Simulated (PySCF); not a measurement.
**One shape, several levels: SiH3F (SMILES F[SiH3])**

Aim: a comparison of 6 runs (HF/STO-3G, B2PLYP/def2-TZVPP, CAM-B3LYP/def2-TZVPP, M06-2X/def2-TZVPP, wB97X/def2-TZVPP, CCSD(T)/def2-TZVPP) of SiH3F. The job is set up through a Python script.

The calculation is run with PySCF 2.14.0.

3 further runs of the same task are left out: 3 set aside as unsound or not needed.

## Step 1: The structure to begin with

The species is SiH3F (5 atoms), meant as a singlet with charge 0. SMILES: `F[SiH3]`. The Si2–H3 distance was set to 3.260 Å, away from the relaxed value. At this shape a bond of the SMILES string is far longer than usual.

Bond lengths: F1–Si2 1.600 Å, Si2–H4 1.482 Å, Si2–H5 1.482 Å. Angles: F1–Si2–H4 108.3°, F1–Si2–H5 108.3°, H4–Si2–H5 110.6°.

## Step 2: A single-point energy at HF/STO-3G (run 1)

File run.py:

```python
from pyscf import gto, scf

molecule = gto.M(
    atom='''
F   -0.781271   0.370764   2.553632
Si   0.536629   0.188664   1.664932
H   -0.367800  -0.192600  -1.443700
H    1.261929  -1.009936   2.147232
H    1.373829   1.401364   1.819032
''',
    verbose=3,
    basis='sto-3g',
    max_memory=1860,
)

myscf = scf.RHF(molecule)
myscf.conv_tol = 1e-10
myscf.kernel()
if not myscf.converged:
    myscf = myscf.newton().run(myscf.mo_coeff, myscf.mo_occ)

e_tot = myscf.e_tot
print('E(%s) = %.9f' % ('HF', e_tot))
```

Run with:

```console
$ OMP_NUM_THREADS=1 python run.py
```

What it wrote:

```text
converged SCF energy = -385.051796515611
E(HF) = -385.051796516
```

Wall time 0.86 s (1 thread of Intel Xeon at 2.70GHz, shared host); peak memory 0.099 GiB.

## Step 3: The energy at B2PLYP/def2-TZVPP (run 2)

File run.py:

```python
from pyscf import gto, dft, mp

mol = gto.M(
    atom='''
F   -0.781271   0.370764   2.553632
Si   0.536629   0.188664   1.664932
H   -0.367800  -0.192600  -1.443700
H    1.261929  -1.009936   2.147232
H    1.373829   1.401364   1.819032
''',
    max_memory=1860,
    basis='def2-tzvpp',
    charge=0,
    verbose=4,
)

myscf = dft.RKS(mol, xc='0.53*HF + 0.47*B88, 0.73*LYP')
myscf.grids.level = 5
myscf.conv_tol = 1e-10
myscf.kernel()
if not myscf.converged:
    myscf = myscf.newton().run(myscf.mo_coeff, myscf.mo_occ)

pt = mp.MP2(myscf, frozen=6).run()
e_tot = myscf.e_tot + 0.27 * pt.e_corr
print('PT2 part  %.8f' % (0.27 * pt.e_corr))
print('Final energy', e_tot)
```

Run with:

```console
$ OMP_NUM_THREADS=1 python run.py
```

What it wrote:

```text
PySCF version 2.14.0

[... 75 lines left out ...]
converged SCF energy = -390.762298364938
[... 1 line left out ...]
******** <class 'pyscf.mp.mp2.RMP2'> ********
nocc = 7, nmo = 109
frozen orbitals 6
E(RMP2) = -391.269109656657  E_corr = -0.506811291719581
E(SCS-RMP2) = -391.281282995689  E_corr = -0.518984630751348
E_corr(same-spin) = -0.102910291514018
E_corr(oppo-spin) = -0.403901000205563
PT2 part  -0.13683905
Final energy -390.8991374137018
```

It took 17 s on 1 thread of Intel Xeon at 2.70GHz, shared host; peak memory 0.6 GiB.

Runs 3 to 4 aren't shown in full; the table further down has their settings and results.

## Step 4: The energy at wB97X/def2-TZVPP (run 5)

File run.py:

```python
from pyscf import gto, dft

mol = gto.Mole()
mol.atom = '''
F   -0.781271   0.370764   2.553632
Si   0.536629   0.188664   1.664932
H   -0.367800  -0.192600  -1.443700
H    1.261929  -1.009936   2.147232
H    1.373829   1.401364   1.819032
'''
mol.basis = 'def2-tzvpp'
mol.max_memory = 1860
mol.verbose = 3
mol.build()

calc0 = dft.RKS(mol)
calc0.xc = 'wb97x'
calc0.conv_tol = 1e-10
calc0.grids.level = 5
calc0.kernel()
if not calc0.converged:
    calc0 = calc0.newton().run(calc0.mo_coeff, calc0.mo_occ)

energy = calc0.e_tot
print('E(%s) = %.9f' % ('WB97X', energy))
```

Run with:

```console
$ OMP_NUM_THREADS=1 python run.py
```

What it wrote:

```text
converged SCF energy = -391.031844842014
E(WB97X) = -391.031844842
```

Wall time 31 s (1 thread of Intel Xeon at 2.70GHz, shared host); peak memory 0.6 GiB.

## Step 5: A single-point energy at CCSD(T)/def2-TZVPP (run 6)

File geometry.xyz:

```xyz
5

F     -0.781271     0.370764     2.553632
Si     0.536629     0.188664     1.664932
H     -0.367800    -0.192600    -1.443700
H      1.261929    -1.009936     2.147232
H      1.373829     1.401364     1.819032
```

File job.py:

```python
from pyscf import gto, scf, cc

mol = gto.Mole()
mol.atom = 'geometry.xyz'
mol.basis = 'def2-tzvpp'
mol.charge = 0
mol.verbose = 3
mol.spin = 0
mol.max_memory = 1860
mol.build()

mf = scf.RHF(mol)
mf.conv_tol = 1e-10
mf.kernel()
if not mf.converged:
    mf = mf.newton().run(mf.mo_coeff, mf.mo_occ)

mycc = cc.CCSD(mf, frozen=6)
mycc.kernel()
e_t = mycc.ccsd_t()
e_final = mycc.e_tot + e_t
print('E = %.10f Eh' % e_final)
```

Run with:

```console
$ OMP_NUM_THREADS=1 python job.py
```

What it wrote:

```text
converged SCF energy = -390.029751123064
E(CCSD) = -390.4815979724517  E_corr = -0.4518468493875771
CCSD(T) correction = -0.0204472934203362
E = -390.5020452659 Eh
```

Wall time 40 s (1 thread of Intel Xeon at 2.70GHz, shared host); peak memory 0.92 GiB.

## Step 6: Overview of the runs

```csv
run,level,frozen core orbitals,integration grid,energy (Eh),dipole moment (D) of the reference,HOMO energy (eV),LUMO energy (eV),wall time
1,HF/STO-3G,–,–,-385.051797,1.94,-4.09,2.19,0.86 s
2,B2PLYP/def2-TZVPP,6,5,-390.899137,2.91,-7.32,-2.90,17 s
3,CAM-B3LYP/def2-TZVPP,–,5,-391.050014,2.76,-7.79,-2.97,27 s
4,M06-2X/def2-TZVPP,–,5,-391.002854,2.64,-7.42,-3.14,28 s
5,wB97X/def2-TZVPP,–,5,-391.031845,3.06,-8.63,-2.07,31 s
6,CCSD(T)/def2-TZVPP,6,–,-390.502045,3.58,-8.32,-1.06,40 s
```

## Step 7: Results

| quantity | value |
| --- | --- |
| run 6: total energy | -390.50205 Eh |
| run 6: dipole moment (Hartree–Fock density) | 3.58 D |
| run 6: HOMO energy (Hartree–Fock orbitals) | -8.32 eV |
| run 6: LUMO energy (Hartree–Fock orbitals) | -1.06 eV |
| run 6: HOMO–LUMO gap (Hartree–Fock orbitals) | 7.26 eV |
| run 6: correlation energy (6 core orbitals frozen) | -472.3 mEh |
| run 6: (T) correction | -20.45 mEh |
| run 6: T1 diagnostic | 0.045 |

In words: Over runs 1, 2, 3, 4, 5 the dipole moment (its size) runs from 1.94 D (HF/STO-3G) to 3.06 D (wB97X/def2-TZVPP). The two ends differ in method and basis. Over runs 1, 2, 3, 4, 5 the HOMO–LUMO gap runs from 4.29 eV (M06-2X/def2-TZVPP) to 6.57 eV (wB97X/def2-TZVPP). Totals of different functionals can't be ranked against each other. In run 6 the T1 diagnostic is large, so a single reference may not serve. In run 1 the basis is minimal, so the values are rough. In runs 1, 2, 3, 4, 5, 6 a closed-shell determinant meets a far-stretched bond, which it describes badly. All runs together took 2.4 min, the longest 40 s.
